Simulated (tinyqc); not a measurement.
Inside a calculation. Method: UHF in the sto-3g basis, for HF, spin multiplicity 1. One step of it, computed by the program tinyqc.

Question. Iteration 3: diagonalisation and new density. A level shift of 1 hartree raises the virtual space: F + shift (S - S D(s) S), with D(s) the density of one spin. Diagonalise F' = X^T F X, C = X C', fill 5 alpha and 5 beta electrons from the bottom; D(s) = C_occ C_occ^T. Each column has its largest component positive (the first on a tie).

extrapolated F(alpha) (hartree), order 1F 1s, 1F 2s, 1F 2px, 1F 2py, 1F 2pz, 2H 1s:
```
[[-25.972619, -6.641672, 0.000409, 0.001478, -0.024153, -1.428259],
 [-6.641672, -3.080932, 0.015155, 0.054739, -0.086926, -1.175785],
 [0.000409, 0.015155, -0.506516, 0.026200, 0.038234, -0.015007],
 [0.001478, 0.054739, 0.026200, -0.419137, 0.138096, -0.054203],
 [-0.024153, -0.086926, 0.038234, 0.138096, -0.469153, -0.567310],
 [-1.428259, -1.175785, -0.015007, -0.054203, -0.567310, -0.613676]]
```

extrapolated F(beta) (hartree), order 1F 1s, 1F 2s, 1F 2px, 1F 2py, 1F 2pz, 2H 1s:
```
[[-25.972619, -6.641672, -0.000409, -0.001478, -0.024153, -1.428259],
 [-6.641672, -3.080932, -0.015155, -0.054739, -0.086926, -1.175785],
 [-0.000409, -0.015155, -0.506516, 0.026200, -0.038234, 0.015007],
 [-0.001478, -0.054739, 0.026200, -0.419137, -0.138096, 0.054203],
 [-0.024153, -0.086926, -0.038234, -0.138096, -0.469153, -0.567310],
 [-1.428259, -1.175785, 0.015007, 0.054203, -0.567310, -0.613676]]
```

X, order 1F 1s, 1F 2s, 1F 2px, 1F 2py, 1F 2pz, 2H 1s:
```
[[1.023326, -0.133668, 0.000000, 0.000000, -0.007751, 0.022983],
 [-0.133668, 1.130118, 0.000000, 0.000000, 0.081887, -0.296976],
 [0.000000, 0.000000, 1.000000, 0.000000, 0.000000, 0.000000],
 [0.000000, 0.000000, 0.000000, 1.000000, 0.000000, 0.000000],
 [-0.007751, 0.081887, 0.000000, 0.000000, 1.062118, -0.226051],
 [0.022983, -0.296976, 0.000000, 0.000000, -0.226051, 1.166689]]
```

D(alpha) after iteration 2, order 1F 1s, 1F 2s, 1F 2px, 1F 2py, 1F 2pz, 2H 1s:
```
[[1.058547, -0.248442, 0.009830, 0.035505, 0.019018, 0.002330],
 [-0.248442, 1.080806, -0.064841, -0.234200, -0.090858, -0.113643],
 [0.009830, -0.064841, 0.986399, -0.049125, -0.071011, 0.123764],
 [0.035505, -0.234200, -0.049125, 0.822567, -0.256484, 0.447021],
 [0.019018, -0.090858, -0.071011, -0.256484, 0.815206, 0.117858],
 [0.002330, -0.113643, 0.123764, 0.447021, 0.117858, 0.374772]]
```

D(beta) after iteration 2, order 1F 1s, 1F 2s, 1F 2px, 1F 2py, 1F 2pz, 2H 1s:
```
[[1.058547, -0.248442, -0.009830, -0.035505, 0.019018, 0.002330],
 [-0.248442, 1.080806, 0.064841, 0.234200, -0.090858, -0.113643],
 [-0.009830, 0.064841, 0.986399, -0.049125, 0.071011, -0.123764],
 [-0.035505, 0.234200, -0.049125, 0.822567, 0.256484, -0.447021],
 [0.019018, -0.090858, 0.071011, 0.256484, 0.815206, 0.117858],
 [0.002330, -0.113643, -0.123764, -0.447021, 0.117858, 0.374772]]
```

overlap S, order 1F 1s, 1F 2s, 1F 2px, 1F 2py, 1F 2pz, 2H 1s:
```
[[1.000000, 0.237990, 0.000000, 0.000000, 0.000000, 0.050426],
 [0.237990, 1.000000, 0.000000, 0.000000, 0.000000, 0.454260],
 [0.000000, 0.000000, 1.000000, 0.000000, 0.000000, 0.000000],
 [0.000000, 0.000000, 0.000000, 1.000000, 0.000000, 0.000000],
 [0.000000, 0.000000, 0.000000, 0.000000, 1.000000, 0.351983],
 [0.050426, 0.454260, 0.000000, 0.000000, 0.351983, 1.000000]]
```

Give: F' = X^T F X; orbital energies; coefficients C; F' = X^T F X; orbital energies; coefficients C; D(alpha) after iteration 3; D(beta) after iteration 3.

Answer.

F' = X^T F X (alpha) (hartree):
```
[[-25.496, -3.426, -0.006, -0.020, -0.064, -0.194],
 [-3.426, -1.695, 0.055, 0.198, 0.208, -0.790],
 [-0.006, 0.055, -0.493, 0.075, 0.091, -0.120],
 [-0.020, 0.198, 0.075, -0.242, 0.328, -0.434],
 [-0.064, 0.208, 0.091, 0.328, -0.126, -0.847],
 [-0.194, -0.790, -0.120, -0.434, -0.847, 0.561]]
```

orbital energies (alpha) (hartree): [-25.982, -1.499, -0.636, -0.514, -0.414, 1.555]

coefficients C (alpha), order 1F 1s, 1F 2s, 1F 2px, 1F 2py, 1F 2pz, 2H 1s:
```
[[0.995, -0.252, 0.066, 0.000, 0.029, 0.088],
 [0.023, 0.951, -0.333, 0.000, -0.207, -0.576],
 [0.000, -0.012, -0.042, 0.964, 0.249, -0.085],
 [0.000, -0.043, -0.151, -0.267, 0.900, -0.308],
 [0.003, 0.091, 0.813, 0.000, -0.103, -0.712],
 [-0.006, 0.132, 0.341, 0.000, 0.435, 1.086]]
```

F' = X^T F X (beta) (hartree):
```
[[-25.496, -3.426, 0.006, 0.020, -0.064, -0.194],
 [-3.426, -1.695, -0.055, -0.198, 0.208, -0.790],
 [0.006, -0.055, -0.493, 0.075, -0.091, 0.120],
 [0.020, -0.198, 0.075, -0.242, -0.328, 0.434],
 [-0.064, 0.208, -0.091, -0.328, -0.126, -0.847],
 [-0.194, -0.790, 0.120, 0.434, -0.847, 0.561]]
```

orbital energies (beta) (hartree): [-25.982, -1.499, -0.636, -0.514, -0.414, 1.555]

coefficients C (beta), order 1F 1s, 1F 2s, 1F 2px, 1F 2py, 1F 2pz, 2H 1s:
```
[[0.995, -0.252, 0.066, 0.000, -0.029, 0.088],
 [0.023, 0.951, -0.333, 0.000, 0.207, -0.576],
 [0.000, 0.012, 0.042, 0.964, 0.249, 0.085],
 [0.000, 0.043, 0.151, -0.267, 0.900, 0.308],
 [0.003, 0.091, 0.813, 0.000, 0.103, -0.712],
 [-0.006, 0.132, 0.341, 0.000, -0.435, 1.086]]
```

D(alpha) after iteration 3, order 1F 1s, 1F 2s, 1F 2px, 1F 2py, 1F 2pz, 2H 1s:
```
[[1.058, -0.245, 0.008, 0.027, 0.030, -0.004],
 [-0.245, 1.058, -0.049, -0.177, -0.162, -0.078],
 [0.008, -0.049, 0.993, -0.026, -0.061, 0.092],
 [0.027, -0.177, -0.026, 0.905, -0.219, 0.334],
 [0.030, -0.162, -0.061, -0.219, 0.679, 0.244],
 [-0.004, -0.078, 0.092, 0.334, 0.244, 0.322]]
```

D(beta) after iteration 3, order 1F 1s, 1F 2s, 1F 2px, 1F 2py, 1F 2pz, 2H 1s:
```
[[1.058, -0.245, -0.008, -0.027, 0.030, -0.004],
 [-0.245, 1.058, 0.049, 0.177, -0.162, -0.078],
 [-0.008, 0.049, 0.993, -0.026, 0.061, -0.092],
 [-0.027, 0.177, -0.026, 0.905, 0.219, -0.334],
 [0.030, -0.162, 0.061, 0.219, 0.679, 0.244],
 [-0.004, -0.078, -0.092, -0.334, 0.244, 0.322]]
```
